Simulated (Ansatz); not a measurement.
The input, for Ansatz 0.2.0:

```yaml
crystal:
  periodic: [false, false, false]
  atoms:
    - {symbol: Al, position_ang: [0.000000, 0.000000, 0.135313]}
    - {symbol: Al, position_ang: [0.000000, 0.000000, -2.541625]}
    - {symbol: H, position_ang: [0.000000, 0.000000, 2.406313]}
basis:
  gaussian: {orbitals: 6-31G}
magnetization: {spin_polarized: false, initial_magnetization: 1}
correlation: {method: ccsdtq, electrons: outside_noble_gas}
```

```sh
$ ansatz run in.yaml --threads 1 --pin off --events-out ev --progress --plain --max-ram 2393MiB
```

Output:

```
542 factors; integrals over basis functions are off by at most 1.5e-7 eV
mean field evaluation 1: about -13176.1225 eV, gradient 9.2e0 eV
mean field evaluation 2: about -13176.1242 eV, gradient 9.2e0 eV
mean field evaluation 4: about -13177.0733 eV, gradient 9.7e-1 eV
mean field evaluation 8: about -13177.0941 eV, gradient 3.0e-2 eV
mean field evaluation 16: about -13177.0836 eV, gradient 2.9e-1 eV
mean field evaluation 32: about -13177.0935 eV, gradient 8.2e-2 eV
mean field evaluation 64: about -13175.4199 eV, gradient 4.5e-4 eV
mean field evaluation 96: about -13174.7969 eV, gradient 1.6e-2 eV
mean field evaluation 128: about -13174.7519 eV, gradient 5.6e-4 eV
mean field -13177.09409821 eV, -484.2492763539 hartree, gradient 2.9e-6 eV, S^2 0.750000; 7 other end points of the search recorded, 0 dependent functions left out
mean field evaluation 160: about -13177.1030 eV, gradient 2.1e-1 eV
...
cycle  13  -2.73062735 eV  change   -8.2e-5 eV  update   7.9e-5
cycle  14  -2.73066545 eV  change   -3.8e-5 eV  update   4.3e-5
cycle  15  -2.73065170 eV  change    1.4e-5 eV  update   2.6e-5
cycle  16  -2.73063734 eV  change    1.4e-5 eV  update   1.5e-5
cycle  17  -2.73063373 eV  change    3.6e-6 eV  update   8.5e-6
cycle  18  -2.73063497 eV  change   -1.2e-6 eV  update   5.4e-6
cycle  19  -2.73063891 eV  change   -3.9e-6 eV  update   3.2e-6
cycle  20  -2.73064238 eV  change   -3.5e-6 eV  update   2.0e-6
cycle  21  -2.73064268 eV  change   -3.0e-7 eV  update   1.2e-6
cycle  22  -2.73064237 eV  change    3.1e-7 eV  update   8.2e-7
Total energy: -13179.82474057 eV, -484.3496256100 hartree
```

For the same geometry and basis full CI lies 0.3 meV lower.

Ran on 1 thread of Arm Neoverse V1, shared host: 19 s wall, 0.17 GiB peak host memory.
